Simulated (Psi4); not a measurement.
# BH2F (SMILES BF): CCSD/cc-pVTZ-DK (Cholesky decomposition, Cholesky for correlation)

What is the energy change on altering one bond length of BH2F at CCSD/cc-pVTZ-DK (Cholesky decomposition, Cholesky for correlation)? 

The calculation is run with Psi4 1.11.

5 further runs of the same task are left out: 1 that didn't finish, 4 set aside as unsound or not needed.

### 1 Starting point

BH2F has 4 atoms, charge 0, and is taken as a singlet. As SMILES, `BF`. The coordinates come from a PBE0-D4/def2-TZVP relaxation.

Bond lengths: B1–F2 1.317 Å, B1–H3 1.197 Å, B1–H4 1.198 Å. Angles: F2–B1–H3 117.8°, F2–B1–H4 117.8°, H3–B1–H4 124.4°.

### 2 The energy at CCSD/cc-pVTZ-DK (Cholesky decomposition, Cholesky for correlation)

File bfh2.in:

```
memory 1600 mb

molecule {
  0 1
  B     -0.027300    -0.004000    -0.030800
  F      1.061200    -0.296700     0.649900
  H     -1.012500    -0.649100     0.186200
  H      0.034200     0.889600    -0.825600
  symmetry c1
  no_reorient
  no_com
}

set basis cc-pVTZ-DK
set reference rhf
set scf_type cd
set freeze_core true
set cc_type cd

energy("ccsd")
print_variables()
```

Started as:

```bash
$ psi4 -i bfh2.in -o bfh2.out -n 1
```

bfh2.out, cut to the lines that bear on the results:

```text
[...]
  Running in c1 symmetry.
[...]
  Nuclear repulsion =   27.175758468175221
[...]
  Multiplicity = 1
[...]
  Nalpha       = 8
  Nbeta        = 8
[...]
    Number of basis functions: 88
[...]
   @RHF iter   1:  -125.34180623110183   -8.11932e-01   2.91166e-03 ADIIS/DIIS
[...]
   @RHF iter   9:  -125.36436990738804   -1.32587e-11   6.74832e-09 DIIS
[...]
    Orbital Energies [Eh]
    ---------------------
    Doubly Occupied:
       1A    -26.303658     2A     -7.665824     3A     -1.620242
       4A     -0.793775     5A     -0.706344     6A     -0.675207
       7A     -0.628011     8A     -0.487262
[...]
  @RHF Final Energy:  -125.36436990738804
   => Energetics <=
    Nuclear Repulsion Energy =             27.1757584681752213
    One-Electron Energy =                -227.3196123636602124
    Two-Electron Energy =                  74.7794839880969562
    Total Energy =                       -125.3643699073880384
[...]
 Multipole Moments:
 ------------------------------------------------------------------------------------
     Multipole            Electronic (a.u.)      Nuclear  (a.u.)        Total (a.u.)
 ------------------------------------------------------------------------------------
 L = 1.  Multiply by 2.5417464519 to convert [e a0] to [Debye]
 Dipole X            :        -16.2627317           15.9417296           -0.3210021
 Dipole Y            :          4.7156979           -4.6294511            0.0862469
 Dipole Z            :         -9.7545563            9.5538884           -0.2006679
 Magnitude           :                                                    0.3882634
[...]
      * MP2 total energy:                  -125.721905366000
[...]
      * CCSD total energy:                 -125.735880108962
[...]
```

Run time: 7.8 s. Hardware: 1 thread of Intel Xeon 6975P-C (Granite Rapids), shared host; peak memory 0.26 GiB.

### 3 The distorted shape

File run.py:

```python
import numpy as np
from ase.calculators.psi4 import Psi4
from ase import Atoms

a = Atoms(['B', 'F', 'H', 'H'], positions=[
    [-0.088800, -0.897598, 0.763998],
    [0.999700, -1.190298, 1.444698],
    [-1.074000, -1.542698, 0.980998],
    [0.034200, 0.889600, -0.825600],
])
calc = Psi4(atoms=a, method='ccsd', basis='cc-pVTZ-DK', memory='1600MB', num_threads=1, charge=0, multiplicity=1, label='calc', reference='rhf')
calc.psi4.set_options({'scf_type': 'cd', 'freeze_core': True, 'cc_type': 'cd'})
a.calc = calc

print(f'energy: {a.get_potential_energy():.6f} eV')
```

Started as:

```bash
$ python run.py
```

calc.dat, cut to the lines that bear on the results:

```text
[...]
  Running in c1 symmetry.
[...]
  Nuclear repulsion =   25.249967470898323
[...]
  Multiplicity = 1
[...]
  Nalpha       = 8
  Nbeta        = 8
[...]
    Number of basis functions: 88
[...]
   @RHF iter   1:  -125.17154513599290   -8.54417e-01   3.12639e-03 ADIIS/DIIS
[...]
   @RHF iter  10:  -125.20114716844496   -7.40386e-12   4.43861e-09 DIIS
[...]
    Orbital Energies [Eh]
    ---------------------
    Doubly Occupied:
       1A    -26.359364     2A     -7.778256     3A     -1.670568
       4A     -0.836158     5A     -0.744036     6A     -0.723609
       7A     -0.630796     8A     -0.347345
[...]
  @RHF Final Energy:  -125.20114716844496
   => Energetics <=
    Nuclear Repulsion Energy =             25.2499674708983228
    One-Electron Energy =                -222.7219656881786705
    Two-Electron Energy =                  72.2708510488353824
    Total Energy =                       -125.2011471684449617
[...]
 Multipole Moments:
 ------------------------------------------------------------------------------------
     Multipole            Electronic (a.u.)      Nuclear  (a.u.)        Total (a.u.)
 ------------------------------------------------------------------------------------
 L = 1.  Multiply by 2.5417464519 to convert [e a0] to [Debye]
 Dipole X            :          1.4607426           -1.8214736           -0.3607310
 Dipole Y            :         -2.0170941            1.3437626           -0.6733315
 Dipole Z            :          2.4006132           -1.9209504            0.4796627
 Magnitude           :                                                    0.9019859
[...]
      * MP2 total energy:                  -125.570356696932
[...]
      * CCSD total energy:                 -125.597273745138
[...]
```

On the terminal:

```text
energy: -3417.675899 eV
```

It took 8.1 s on 1 thread of Intel Xeon 6975P-C (Granite Rapids), shared host; peak memory 0.27 GiB.

### 4 What came out

Level: CCSD/cc-pVTZ-DK (Cholesky decomposition, Cholesky for correlation), 2 core orbitals frozen.

```
                                                         quantity          value
                                        first shape: total energy  -125.73588 Eh
                 first shape: HOMO energy (Hartree–Fock orbitals)      -13.26 eV
                 first shape: LUMO energy (Hartree–Fock orbitals)        2.38 eV
               first shape: HOMO–LUMO gap (Hartree–Fock orbitals)       15.64 eV
         first shape: correlation energy (2 core orbitals frozen)     -371.5 mEh
                                       first shape: T1 diagnostic          0.013
                                    distorted shape: total energy  -125.59727 Eh
             distorted shape: HOMO energy (Hartree–Fock orbitals)       -9.45 eV
             distorted shape: LUMO energy (Hartree–Fock orbitals)        1.07 eV
           distorted shape: HOMO–LUMO gap (Hartree–Fock orbitals)       10.52 eV
     distorted shape: correlation energy (2 core orbitals frozen)     -396.1 mEh
                                   distorted shape: T1 diagnostic          0.028
energy change with the B1–H4 bond stretched from 1.198 to 2.395 Å       3.772 eV
```

In words: With the B1–H4 bond stretched from 1.198 to 2.395 Å the energy rises by 3.77 eV (364 kJ/mol). The first shape isn't relaxed at this level, so the change isn't measured from a minimum. The basis (first shape) was made for a relativistic Hamiltonian, but the run is non-relativistic. The T1 diagnostic (distorted shape) of 0.028 is above the customary mark for such species, so a single reference may not serve. The basis (distorted shape) was made for a relativistic Hamiltonian, but the run is non-relativistic.
